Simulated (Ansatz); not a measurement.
**SiH₂F radical: one structure at several levels**

An exercise on one series of results from a longer session: the logs are not shown, and one member is left open.

Computed with Ansatz 0.2.0, Gaussian basis. Level: single points in def2-TZVPP.

Cores are frozen in the correlated methods. Orbitals are unrestricted.

### The starting structure

4 atoms, charge 0, spin multiplicity 2.

Atoms are counted from 1 here; the program's logs count them from 0.

Bond lengths: F1–Si2 1.754 Å, Si2–H3 1.346 Å, Si2–H4 1.491 Å. Angles: F1–Si2–H3 101.9°, F1–Si2–H4 104.4°, H3–Si2–H4 120.1°.

Geometry (Å):

```
F     1.2223    0.7166   -0.4183
Si   -0.1693   -0.3232   -0.1768
H    -1.1883    0.5528   -0.2618
H     0.1097   -1.0249    1.1092
```

The first run:

Contents of run/in.yaml:

```yaml
crystal:
  periodic: [false, false, false]
  atoms:
    - {symbol: F, position_ang: [1.222300, 0.716600, -0.418300]}
    - {symbol: Si, position_ang: [-0.169300, -0.323200, -0.176800]}
    - {symbol: H, position_ang: [-1.188300, 0.552800, -0.261800]}
    - {symbol: H, position_ang: [0.109700, -1.024900, 1.109200]}
basis:
  gaussian: {orbitals: def2-TZVPP}
magnetization: {spin_polarized: true, initial_magnetization: 1}
correlation: {method: ccsd_t}
scf: {omitted_lower_state_checks: [cluster_reference]}
output: {forces: true}
```

The command line of these runs was not kept.

Among the steps run: CCSD(T)/def2-TZVPP; PBE0-D4/def2-TZVPP; wB97M-V/def2-TZVPP; r2SCAN-D4/def2-TZVPP; PBE-D4/def2-TZVPP; HSE06-D4/def2-TZVPP; r2SCAN0-D4/def2-TZVPP.

One of the session's tables, all rows but one given; the rest of the session is left out.

```
    method  RMS force component (eV/Å)  angle to CCSD(T) forces (°)  dipole (D)
   CCSD(T)                       2.026                    reference        2.25
   PBE0-D4                       2.033                          1.8        2.24
   wB97M-V                       1.954                          1.5        2.27
 r2SCAN-D4                       2.006                          1.7        2.15
    PBE-D4                       1.918                          7.2        2.06
  HSE06-D4                           ?                            ?           ?
r2SCAN0-D4                       2.087                          1.8        2.30
```

**Question.** Estimate the row for HSE06-D4.

As computed: RMS force component (eV/Å): 2.035; angle to CCSD(T) forces (°): 1.8; dipole (D): 2.24. In the column «RMS force component (eV/Å)» it lies between PBE0-D4 (2.033) and r2SCAN0-D4 (2.087).
